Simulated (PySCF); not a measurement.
HS, SMILES [SH] (connectivity only; charge and spin as stated), charge -1, multiplicity 1.

Coordinates come from a B3LYP-D3(BJ)/def2-TZVPD optimisation. The spin state was assumed, not searched.

Computed with SMD-ωB97X/def2-SVPD (PySCF).

Solvation free energies are E(SMD) − E(gas) at the gas-phase geometry, for 1 M in both phases.

```
solvent     ΔG(solv) (kcal/mol)  its non-electrostatic (CDS) part
----------  -------------------  --------------------------------
water                     -62.1                               0.2
chloroform                    ?                                 ?
toluene                   -38.0                              -1.8
```

Q: Fill in the missing entries. (The exact figures need the calculation; the answer reports its results.)

A: 
- chloroform, ΔG(solv) (kcal/mol): -51.3
- chloroform, its non-electrostatic (CDS) part: -1.8
